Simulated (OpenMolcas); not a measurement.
# A workflow on PH3 (phosphine)

Wanted: the energy (UHF/STO-3G), then a single-point energy (CASSCF(2,2)/STO-3G), then the energy (CASPT2(2,2)/STO-3G), then a single-point energy (SC-NEVPT2(2,2)/STO-3G), then a single-point energy (MRCI(2,2)/STO-3G) of PH3 (phosphine). 

The results are computed with OpenMolcas 26.06.

## 1. The system as given

PH3 has 4 atoms, charge 0, and is taken as a singlet. As SMILES, `P`. The P1–H3 distance was set to 2.485 Å, away from the relaxed value. At this shape a bond of the SMILES string is far longer than usual.

Bond lengths: P1–H2 1.420 Å, P1–H4 1.420 Å. Angles: H2–P1–H4 93.1°.

## 2. A single-point energy at UHF/STO-3G (run 1)

File step1.input:

```
&gateway
  baslib=$CurrDir
  coord
  4
  angstrom
  P        1.359631      -0.074123      -0.539501
  H        1.644531       0.218377       0.820299
  H       -1.005500      -0.663000      -0.057200
  H        1.042331       1.275877      -0.843601
  basis=STO-3G
  group=NoSym

&seward

&scf
  uhf
  scramble=0.25
  prorbitals=1 1
```

The basis set STO-3G is read from a file made from the Basis Set Exchange's data (not shown).

Launch:

```
$ export MOLCAS_MEM=1860
$ pymolcas step1.input > step1.log
```

What it wrote:

```text
--- Start Module: gateway ---
[...]
--- Stop Module: gateway /rc=_RC_ALL_IS_WELL_ ---
--- Start Module: seward ---
[...]
      Basis functions           12
--- Stop Module: seward /rc=_RC_ALL_IS_WELL_ ---
--- Start Module: scf ---
[...]
       Convergence after  16 Iterations
[...]
::    Total SCF energy                               -338.5022883793
[...]
      Total spin, S                                     0.5766662236
[...]
      Total electronic charge=   18.000000
      Total            charge=   -0.000000
[...]
      Dipole Moment (debye):
      Origin of the operator (angstrom)=    1.2886   -0.0429   -0.4939
                   X=  1.2724E-01               Y=  4.3160E-01               Z=  2.2816E-01           Total=  5.0451E-01
      Quadrupole Moment (debye*angstrom):
[...]
--- Stop Module: scf /rc=_RC_ALL_IS_WELL_ ---
[...]
```

It took 1.9 s on 1 thread of Arm Neoverse V1, shared host; peak memory 0.37 GiB.

## 3. A single-point energy at CASSCF(2,2)/STO-3G (run 2)

File step2.inp:

```
&GATEWAY
 BasLib=$CurrDir
 Coord
 4
 angstrom
 P        1.359631      -0.074123      -0.539501
 H        1.644531       0.218377       0.820299
 H       -1.005500      -0.663000      -0.057200
 H        1.042331       1.275877      -0.843601
 Basis=STO-3G
 Group=NoSym

&SEWARD

&RASSCF
 FileOrb=$CurrDir/step1.UnaOrb
 Spin=1
 Nactel=2 0 0
 Inactive=8
 Ras2=2
 OrbListing=Nothing
 OrbAppear=Compact
```

The basis set STO-3G is read from a file made from the Basis Set Exchange's data (not shown).

Launch:

```
$ export MOLCAS_MEM=1860
$ pymolcas step2.inp > step2.log
```

What it wrote:

```text
--- Start Module: gateway ---
[...]
--- Stop Module: gateway /rc=_RC_ALL_IS_WELL_ ---
--- Start Module: seward ---
[...]
      Basis functions           12
--- Stop Module: seward /rc=_RC_ALL_IS_WELL_ ---
--- Start Module: rasscf ---
[...]
      Number of active orbitals                  2
[...]
      Spin quantum number                      0.0
[...]
      Active orbitals                            2
[...]
      Number of CSFs                             3
[...]
      Number of root(s) required                 1
[...]
      Convergence after  9 iterations
[...]
      printout of CI-coefficients larger than  0.05 for root  1
      energy=    -338.517006
      conf/sym  11     Coeff  Weight
             1  20  -0.87696 0.76907
             3  02   0.48055 0.23093
      Natural orbitals and occupation numbers for root  1
      sym 1:   1.538135   0.461865
      ************************************************************************************************************************
      *                                                    Final results                                                     *
[...]
::    RASSCF root number  1 Total energy:   -338.51700575
[...]
      Total electronic charge=   18.000000
      Total            charge=   -0.000000
[...]
      Dipole Moment (debye):
      Origin of the operator (angstrom)=    1.2886   -0.0429   -0.4939
                   X=  1.5082E-01               Y=  4.5124E-01               Z=  2.3208E-01           Total=  5.2937E-01
      Quadrupole Moment (debye*angstrom):
[...]
--- Stop Module: rasscf /rc=_RC_ALL_IS_WELL_ ---
[...]
```

Run time: 1.7 s. Hardware: 1 thread of Arm Neoverse V1, shared host; peak memory 0.37 GiB.

## 4. A single-point energy at CASPT2(2,2)/STO-3G (run 3)

File step3.input:

```
>>> EXPORT MOLCAS_PRINT=2

&GATEWAY
 BasLib = $CurrDir
 Coord
 4
 angstrom
 P        1.359631      -0.074123      -0.539501
 H        1.644531       0.218377       0.820299
 H       -1.005500      -0.663000      -0.057200
 H        1.042331       1.275877      -0.843601
 Basis = STO-3G
 Group = NoSym

&SEWARD

&RASSCF
 FileOrb = $CurrDir/step2.RasOrb
 Spin = 1
 Nactel = 2 0 0
 Inactive = 8
 Ras2 = 2
 OrbListing = Nothing
 OrbAppear = Compact

&CASPT2
 Imaginary = 0.1
 Frozen = 5
```

The basis set STO-3G is read from a file made from the Basis Set Exchange's data (not shown).

Launch:

```
$ export MOLCAS_MEM=1860
$ pymolcas step3.input > step3.log
```

What it wrote:

```text
--- Start Module: gateway ---
[...]
--- Stop Module: gateway /rc=_RC_ALL_IS_WELL_ ---
[...]
      Basis functions           12
[...]
--- Start Module: rasscf ---
[...]
      Number of active orbitals                  2
[...]
      Spin quantum number                      0.0
[...]
      Active orbitals                            2
[...]
      Number of CSFs                             3
[...]
      Number of root(s) required                 1
[...]
      Convergence after  4 iterations
[...]
      printout of CI-coefficients larger than  0.05 for root  1
      energy=    -338.517006
      conf/sym  11     Coeff  Weight
             1  20  -0.87696 0.76907
             3  02   0.48055 0.23093
      Natural orbitals and occupation numbers for root  1
      sym 1:   1.538135   0.461865
      ************************************************************************************************************************
      *                                                    Final results                                                     *
[...]
::    RASSCF root number  1 Total energy:   -338.51700575
[...]
      Total electronic charge=   18.000000
      Total            charge=   -0.000000
[...]
      Dipole Moment (debye):
      Origin of the operator (angstrom)=    1.2886   -0.0429   -0.4939
                   X=  1.5083E-01               Y=  4.5125E-01               Z=  2.3208E-01           Total=  5.2938E-01
      Quadrupole Moment (debye*angstrom):
[...]
--- Stop Module: rasscf /rc=_RC_ALL_IS_WELL_ ---
--- Start Module: caspt2 ---
[...]
 ###    WARNING: User changed nr of frozen orbitals.                         ###
 ###############################################################################
[...]
      E2 (Variational):          -0.0303456431
      Total energy:            -338.5473513933
[...]
      Reference weight:           0.98394
[...]
::    CASPT2 Root  1     Total energy:   -338.54735139
[...]
--- Stop Module: caspt2 /rc=_RC_ALL_IS_WELL_ ---
[...]
```

Run time: 1.7 s. Hardware: 1 thread of Arm Neoverse V1, shared host; peak memory 0.37 GiB.

## 5. A single-point energy at SC-NEVPT2(2,2)/STO-3G (run 4)

File step4.inp:

```
* H3P NEVPT2

&GATEWAY
 BASLIB = $CurrDir
 COORD
 4
 angstrom
 P        1.359631      -0.074123      -0.539501
 H        1.644531       0.218377       0.820299
 H       -1.005500      -0.663000      -0.057200
 H        1.042331       1.275877      -0.843601
 BASIS = STO-3G
 GROUP = NoSym

&SEWARD

&RASSCF
 FILEORB = $CurrDir/step2.RasOrb
 SPIN = 1
 NACTEL = 2 0 0
 INACTIVE = 8
 RAS2 = 2
 ORBLISTING = Nothing
 ORBAPPEAR = Compact

&CASPT2
 SC-NEVPT2
 FROZEN = 5
```

The basis set STO-3G is read from a file made from the Basis Set Exchange's data (not shown).

Launch:

```
$ export MOLCAS_MEM=1860
$ pymolcas step4.inp > step4.log
```

What it wrote:

```text
--- Start Module: gateway ---
[...]
--- Stop Module: gateway /rc=_RC_ALL_IS_WELL_ ---
[...]
      Basis functions           12
[...]
--- Start Module: rasscf ---
[...]
      Number of active orbitals                  2
[...]
      Spin quantum number                      0.0
[...]
      Active orbitals                            2
[...]
      Number of CSFs                             3
[...]
      Number of root(s) required                 1
[...]
      Convergence after  4 iterations
[...]
      printout of CI-coefficients larger than  0.05 for root  1
      energy=    -338.517006
      conf/sym  11     Coeff  Weight
             1  20  -0.87696 0.76907
             3  02   0.48055 0.23093
      Natural orbitals and occupation numbers for root  1
      sym 1:   1.538135   0.461865
      ************************************************************************************************************************
      *                                                    Final results                                                     *
[...]
::    RASSCF root number  1 Total energy:   -338.51700575
[...]
      Total electronic charge=   18.000000
      Total            charge=   -0.000000
[...]
      Dipole Moment (debye):
      Origin of the operator (angstrom)=    1.2886   -0.0429   -0.4939
                   X=  1.5083E-01               Y=  4.5125E-01               Z=  2.3208E-01           Total=  5.2938E-01
      Quadrupole Moment (debye*angstrom):
[...]
--- Stop Module: rasscf /rc=_RC_ALL_IS_WELL_ ---
--- Start Module: caspt2 ---
[...]
 ###    WARNING: User changed nr of frozen orbitals.                         ###
 ###############################################################################
[...]
      E2 (Variational):          -0.0304272442
[...]
      E2 (Variational):          -0.0303879867
      Total energy:            -338.5473937369
[...]
      Reference weight:           0.98382
[...]
::    SC-NEVPT2 Root  1     Total energy:   -338.54739374
[...]
--- Stop Module: caspt2 /rc=_RC_ALL_IS_WELL_ ---
[...]
```

Wall time 1.7 s (1 thread of Arm Neoverse V1, shared host); peak memory 0.37 GiB.

## 6. The energy at MRCI(2,2)/STO-3G (run 5)

File step5.inp:

```
&GATEWAY
BASLIB=$CurrDir
COORD
4
angstrom
P        1.359631      -0.074123      -0.539501
H        1.644531       0.218377       0.820299
H       -1.005500      -0.663000      -0.057200
H        1.042331       1.275877      -0.843601
BASIS=STO-3G
GROUP=NoSym
&SEWARD
&RASSCF
FILEORB=$CurrDir/step2.RasOrb
SPIN=1
NACTEL=2 0 0
INACTIVE=8
RAS2=2
ORBLISTING=Nothing
ORBAPPEAR=Compact
&MOTRA
LUMORB
FROZEN=5
&GUGA
ELECTRONS=8
SPIN=1
INACTIVE=3
ACTIVE=2
CIALL=1
&MRCI
SDCI
```

The basis set STO-3G is read from a file made from the Basis Set Exchange's data (not shown).

Launch:

```
$ export MOLCAS_MEM=1860
$ pymolcas step5.inp > step5.log
```

What it wrote:

```text
--- Start Module: gateway ---
[...]
--- Stop Module: gateway /rc=_RC_ALL_IS_WELL_ ---
[...]
      Basis functions           12
[...]
      Number of active orbitals                  2
[...]
      Spin quantum number                      0.0
[...]
      Active orbitals                            2
[...]
      Number of CSFs                             3
[...]
      Number of root(s) required                 1
[...]
      Convergence after  4 iterations
[...]
      printout of CI-coefficients larger than  0.05 for root  1
      energy=    -338.517006
      conf/sym  11     Coeff  Weight
             1  20  -0.87696 0.76907
             3  02   0.48055 0.23093
      Natural orbitals and occupation numbers for root  1
      sym 1:   1.538135   0.461865
      ************************************************************************************************************************
      *                                                    Final results                                                     *
[...]
::    RASSCF root number  1 Total energy:   -338.51700575
[...]
      Dipole Moment (debye):
      Origin of the operator (angstrom)=    1.2886   -0.0429   -0.4939
                   X=  1.5083E-01               Y=  4.5125E-01               Z=  2.3208E-01           Total=  5.2938E-01
      Quadrupole Moment (debye*angstrom):
[...]
      *** WARNING: Default frozen orbitals is overwritten by user input.
      *** Default values:   5
[...]
--- Start Module: guga ---
[...]
--- Stop Module: guga /rc=_RC_ALL_IS_WELL_ ---
--- Start Module: mrci ---
[...]
       (But an ACPF correction will be computed)
       USE THE DEFAULT ACPF G-VALUE GFAC=  0.25000000000000000
[...]
                      CI ENERGY:  -338.56189669
[...]
                ACPF CORRECTION:    -0.00124075
[...]
      Total electronic charge=   18.000000
      Total            charge=   -0.000000
[...]
     ACPF CORRECTION:     -0.00124075
[...]
  CI State   1     Total energy:   -338.56189669     QDav:     -0.00166972     QACPF:     -0.00124075
[...]
--- Stop Module: mrci /rc=_RC_ALL_IS_WELL_ ---
[...]
```

It took 1.8 s on 1 thread of Arm Neoverse V1, shared host; peak memory 0.37 GiB.

## 7. What came out

| quantity | value |
| --- | --- |
| run 1, UHF/STO-3G: total energy | -338.50229 Eh |
| run 1, UHF/STO-3G: dipole moment | 0.50 D |
| run 1, UHF/STO-3G: HOMO energy | -7.57 eV |
| run 1, UHF/STO-3G: LUMO energy | 6.90 eV |
| run 1, UHF/STO-3G: HOMO–LUMO gap | 14.47 eV |
| run 1, UHF/STO-3G: ⟨S²⟩ | 0.909 |
| run 2, CASSCF(2,2)/STO-3G: total energy | -338.51701 Eh |
| run 2, CASSCF(2,2)/STO-3G: dipole moment (CASSCF density) | 0.53 D |
| run 3, CASPT2(2,2)/STO-3G: total energy | -338.54735 Eh |
| run 3, CASPT2(2,2)/STO-3G: dipole moment (CASSCF density) | 0.53 D |
| run 4, SC-NEVPT2(2,2)/STO-3G: total energy | -338.54739 Eh |
| run 4, SC-NEVPT2(2,2)/STO-3G: dipole moment (CASSCF density) | 0.53 D |
| run 5, MRCI(2,2)/STO-3G: total energy | -338.56190 Eh |
| run 5, MRCI(2,2)/STO-3G: dipole moment (CASSCF density) | 0.53 D |

In words: ⟨S²⟩ (run 1, UHF/STO-3G) is 0.91 where a pure singlet has 0.00: the reference is spin-contaminated. Mulliken charges (run 4, SC-NEVPT2(2,2)/STO-3G) of the CASSCF density run from -0.13 on H2 to +0.30 on P1.
